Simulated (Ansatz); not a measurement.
**Yb: levels with and without spin–orbit coupling**

```
CELL_PARAMETERS angstrom
0.00000 2.61128 2.61128
2.61128 0.00000 2.61128
2.61128 2.61128 0.00000
ATOMIC_POSITIONS crystal
Yb 0.00000 0.00000 0.00000
```

The cell was built from the fcc type and relaxed in the same program, and has space group Fm-3m; it needn't be a known or the stable phase.

Semilocal functionals without a Hubbard term describe localised f shells poorly; where the shell is localised, the real material differs.

Levels of theory: DFT, PBE, all-electron LAPW, scalar-relativistic (Ansatz 0.2.0); DFT, PBE, all-electron LAPW, Dirac equation with spin-orbit coupling (Ansatz 0.2.0).

The runs use a Γ-centred 13×13×13 k mesh, Fermi–Dirac smearing of 0.05 eV, basis error target 0.25 meV/atom, no spin polarisation.

Levels between -6 and 2 eV, each run counted from its own valence-band top where it has a gap, else its Fermi level. Scalar levels are listed once for both spins; with the coupling every spinor state is counted. Levels near the edges of the range can cross them.

Task: At Γ (0.000, 0.000, 0.000) the scalar-relativistic levels are -5.21, -0.51, -0.42 (×3), -0.32 (×3). What are they with spin–orbit coupling?

Result: -5.17 (×2), -1.52 (×2), -1.50 (×4), -0.21 (×2), -0.20 (×2), -0.13 (×4).

Task: At K (0.375, 0.375, 0.750) the scalar-relativistic levels are -0.65, -0.45, -0.42 (×2), -0.40, -0.35, -0.34, -0.18, 0.10, 1.24. What are they with spin–orbit coupling?

Result: -1.52 (×2), -1.51 (×2), -1.50 (×2), -0.50 (×2), -0.22 (×2), -0.18 (×2), -0.15 (×2), -0.09 (×2), 0.10 (×2), 1.23 (×2).

Task: At W (0.500, 0.250, 0.750) the scalar-relativistic levels are -0.49, -0.47, -0.42 (×2), -0.39 (×2), -0.36, -0.02, 0.79 (×2). What are they with spin–orbit coupling?

Result: -1.52 (×2), -1.51 (×2), -1.50 (×2), -0.32 (×2), -0.22 (×2), -0.19 (×2), -0.17 (×2), 0.00 (×2), 0.66 (×2), 0.90 (×2).

Task: Without the coupling the gap is zero. And with it?

Result: 0.06 eV, indirect from W (0.5, 0.25, 0.75) to X (0.5, 0, 0.5) (so small a gap may close at points that the mesh and path miss).
